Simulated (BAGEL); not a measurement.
# C5H12O (tert-butyl methyl ether) at HF/6-31G(d) (density fitting with cc-pvqz-jkfit, spherical functions)

Aim: the vertical ionisation energy of C5H12O (tert-butyl methyl ether) at HF/6-31G* (density fitting with cc-pvqz-jkfit, spherical functions), from 2 runs. 

Program for the calculation: BAGEL 1.2.2.

2 further runs of the same task are left out: 2 set aside as unsound or not needed. Runs told in other sessions of the task aren't counted.

## Step 1: Starting point

The species is C5H12O (18 atoms), meant as a singlet with charge 0. As SMILES, `COC(C)(C)C`. Geometry: relaxed at PBE0-D4/def2-TZVP. This is one conformer, not always the lowest.

Some bond lengths: C1–O2 1.400 Å, O2–C3 1.428 Å, C3–C4 1.524 Å, C3–C5 1.519 Å, C3–C6 1.524 Å, C1–H7 1.091 Å, C1–H8 1.097 Å, C1–H9 1.097 Å, C4–H10 1.092 Å, C4–H11 1.092 Å, C4–H12 1.092 Å, C5–H13 1.092 Å, C5–H14 1.092 Å, C5–H15 1.092 Å, C6–H16 1.092 Å, C6–H17 1.092 Å. Some angles: C1–O2–C3 117.3°, O2–C3–C4 111.1°, O2–C3–C5 103.7°, O2–C3–C6 111.0°, C4–C3–C5 110.1°, C4–C3–C6 110.7°, C5–C3–C6 110.1°, O2–C1–H7 106.5°, O2–C1–H8 112.7°, O2–C1–H9 112.7°.

## Step 2: The energy at HF/6-31G(d) (density fitting with cc-pvqz-jkfit, spherical functions)

The input, input.json:

```json
{ "bagel" : [

{
  "title" : "molecule",
  "basis" : "6-31gs.json",
  "df_basis" : "cc-pvqz-jkfit",
  "angstrom" : true,
  "geometry" : [
    { "atom" : "C", "xyz" : [       1.100480,      -0.959970,       1.521140 ] },
    { "atom" : "O", "xyz" : [       0.926810,       0.250950,       0.840530 ] },
    { "atom" : "C", "xyz" : [      -0.065020,       0.288910,      -0.186400 ] },
    { "atom" : "C", "xyz" : [       0.265150,      -0.694660,      -1.303090 ] },
    { "atom" : "C", "xyz" : [       0.010140,       1.713440,      -0.707460 ] },
    { "atom" : "C", "xyz" : [      -1.452030,       0.012340,       0.382080 ] },
    { "atom" : "H", "xyz" : [       1.887870,      -0.791620,       2.256890 ] },
    { "atom" : "H", "xyz" : [       1.419790,      -1.774780,       0.859720 ] },
    { "atom" : "H", "xyz" : [       0.196730,      -1.278490,       2.055120 ] },
    { "atom" : "H", "xyz" : [       1.283800,      -0.531380,      -1.661950 ] },
    { "atom" : "H", "xyz" : [       0.173680,      -1.732230,      -0.975000 ] },
    { "atom" : "H", "xyz" : [      -0.421230,      -0.555430,      -2.141050 ] },
    { "atom" : "H", "xyz" : [       1.010890,       1.920540,      -1.091450 ] },
    { "atom" : "H", "xyz" : [      -0.713160,       1.872080,      -1.509770 ] },
    { "atom" : "H", "xyz" : [      -0.199490,       2.419500,       0.098370 ] },
    { "atom" : "H", "xyz" : [      -2.212110,       0.180080,      -0.383980 ] },
    { "atom" : "H", "xyz" : [      -1.656610,       0.680160,       1.221850 ] },
    { "atom" : "H", "xyz" : [      -1.555690,      -1.019450,       0.724460 ] }
  ]
},

{
  "title" : "hf"
},

{
  "title" : "print",
  "file" : "orbitals.molden",
  "orbitals" : true
}

]}
```

The basis set 6-31G* is read from a file made from the Basis Set Exchange's data (not shown).

On the command line:

```
$ BAGEL_NUM_THREADS=1 BAGEL input.json > input.out
```

Standard output:

```text
* using 1 threads per process

  ===============================================================
  ===============================================================

  *** Geometry ***

  { "atom" : "C", "xyz" : [      2.079606,     -1.814080,      2.874538 ] },
  { "atom" : "O", "xyz" : [      1.751417,      0.474227,      1.588372 ] },
  { "atom" : "C", "xyz" : [     -0.122870,      0.545961,     -0.352245 ] },
  { "atom" : "C", "xyz" : [      0.501061,     -1.312717,     -2.462483 ] },
  { "atom" : "C", "xyz" : [      0.019162,      3.237932,     -1.336906 ] },
  { "atom" : "C", "xyz" : [     -2.743939,      0.023319,      0.722027 ] },
  { "atom" : "H", "xyz" : [      3.567557,     -1.495945,      4.264904 ] },
  { "atom" : "H", "xyz" : [      2.683014,     -3.353848,      1.624635 ] },
  { "atom" : "H", "xyz" : [      0.371766,     -2.415996,      3.883614 ] },
  { "atom" : "H", "xyz" : [      2.426030,     -1.004163,     -3.140630 ] },
  { "atom" : "H", "xyz" : [      0.328208,     -3.273440,     -1.842483 ] },
  { "atom" : "H", "xyz" : [     -0.796009,     -1.049611,     -4.045998 ] },
  { "atom" : "H", "xyz" : [      1.910305,      3.629295,     -2.062542 ] },
  { "atom" : "H", "xyz" : [     -1.347677,      3.537718,     -2.853052 ] },
  { "atom" : "H", "xyz" : [     -0.376981,      4.572192,      0.185892 ] },
  { "atom" : "H", "xyz" : [     -4.180282,      0.340302,     -0.725617 ] },
  { "atom" : "H", "xyz" : [     -3.130539,      1.285316,      2.308962 ] },
  { "atom" : "H", "xyz" : [     -2.939828,     -1.926481,      1.369031 ] },

  Number of auxiliary basis functions:     1248

  Since a DF basis is specified, we compute 2- and 3-index integrals:
    o Being stored without compression. Storage requirement is 0.116 GB

  Number of basis functions:      108
  Number of electrons      :       50

    * METHOD: MOLECULE                             2.13

  *** RHF ***

  === Nuclear Repulsion ===
   272.4626608558

      * DIIS with orbital gradients will be used.

  === RHF iteration (6-31gs.json) ===
      0       -270.95385758          0.01491505           0.38
      1       -271.13059138          0.00689285           0.37
      2       -271.16924223          0.00199453           0.37
      3       -271.17272814          0.00042680           0.37
      4       -271.17290291          0.00005932           0.37
      5       -271.17290745          0.00001681           0.37
      6       -271.17290772          0.00000654           0.37
      7       -271.17290777          0.00000126           0.37
      8       -271.17290778          0.00000049           0.37
      9       -271.17290778          0.00000019           0.36
     10       -271.17290778          0.00000005           0.36
     11       -271.17290778          0.00000002           0.37
     12       -271.17290778          0.00000001           0.37
    * SCF iteration converged.

    * Permanent dipole moment:
           (    0.308658,     0.424160,     0.138425) a.u.

    * METHOD: HF                                   5.50

    * METHOD: PRINT                                0.02

  ===============================================================
```

Run time: 8.1 s. Hardware: 1 thread of Arm Neoverse V2, shared host; peak memory 0.37 GiB.

## Step 3: The doublet cation, same level

input.json: that of step 2 with these lines changed.

```diff
@@ -29,11 +29,5 @@
 
-{
-  "title" : "hf"
-},
+{ "title" : "uhf", "charge" : 1, "nopen" : 1 },
 
-{
-  "title" : "print",
-  "file" : "orbitals.molden",
-  "orbitals" : true
-}
+{ "title" : "print", "file" : "orbitals.molden", "orbitals" : true }
```

The basis set 6-31G* is read from a file made from the Basis Set Exchange's data (not shown).

On the command line:

```
$ BAGEL_NUM_THREADS=1 BAGEL input.json > input.out
```

Standard output:

```text
* using 1 threads per process

  ===============================================================
  ===============================================================

  *** Geometry ***

  { "atom" : "C", "xyz" : [      2.079606,     -1.814080,      2.874538 ] },
  { "atom" : "O", "xyz" : [      1.751417,      0.474227,      1.588372 ] },
  { "atom" : "C", "xyz" : [     -0.122870,      0.545961,     -0.352245 ] },
  { "atom" : "C", "xyz" : [      0.501061,     -1.312717,     -2.462483 ] },
  { "atom" : "C", "xyz" : [      0.019162,      3.237932,     -1.336906 ] },
  { "atom" : "C", "xyz" : [     -2.743939,      0.023319,      0.722027 ] },
[... 10 lines of this table left out ...]
  { "atom" : "H", "xyz" : [     -3.130539,      1.285316,      2.308962 ] },
  { "atom" : "H", "xyz" : [     -2.939828,     -1.926481,      1.369031 ] },

  Number of auxiliary basis functions:     1248

  Since a DF basis is specified, we compute 2- and 3-index integrals:
    o Being stored without compression. Storage requirement is 0.116 GB

  Number of basis functions:      108
  Number of electrons      :       50

    * METHOD: MOLECULE                             2.07

  *** Open-shell HF ***

  === Nuclear Repulsion ===
   272.4626608558

      * DIIS with orbital gradients will be used.

  === UHF iteration (6-31gs.json) ===
      0       -270.63754013          0.02530723           0.70
      1       -270.79505347          0.01337565           0.70
      2       -270.82630748          0.00795670           0.68
      3       -270.84618439          0.00319956           0.68
      4       -270.85533874          0.00197112           0.69
      5       -270.86214593          0.00106360           0.69
[... 15 lines of this table left out ...]
     21       -270.86451812          0.00000001           0.95
     22       -270.86451812          0.00000001           0.94
    * SCF iteration converged.

    * S^2 (UHF) is 0.7628

    * Permanent dipole moment:
           (   -0.324812,     0.766819,    -0.650406) a.u.

    * METHOD: UHF                                 17.95

    * METHOD: PRINT                                0.02

  ===============================================================
```

Wall time 20 s (1 thread of Arm Neoverse V2, shared host); peak memory 0.37 GiB.

## Step 4: What came out

At HF/6-31G* (density fitting with cc-pvqz-jkfit, spherical functions):

| quantity | value |
| --- | --- |
| singlet C5H12O: total energy | -271.17291 Eh |
| singlet C5H12O: dipole moment | 1.38 D |
| singlet C5H12O: HOMO energy | -11.07 eV |
| singlet C5H12O: LUMO energy | 5.95 eV |
| singlet C5H12O: HOMO–LUMO gap | 17.02 eV |
| doublet cation: total energy | -270.86452 Eh |
| doublet cation: ⟨S²⟩ | 0.763 |
| vertical ionisation energy (to the doublet cation) | 8.392 eV |

What this shows: Removing an electron at fixed nuclei costs 8.39 eV (810 kJ/mol). The negative HOMO energy of the first species, 11.07 eV, lies 2.68 eV above that difference.
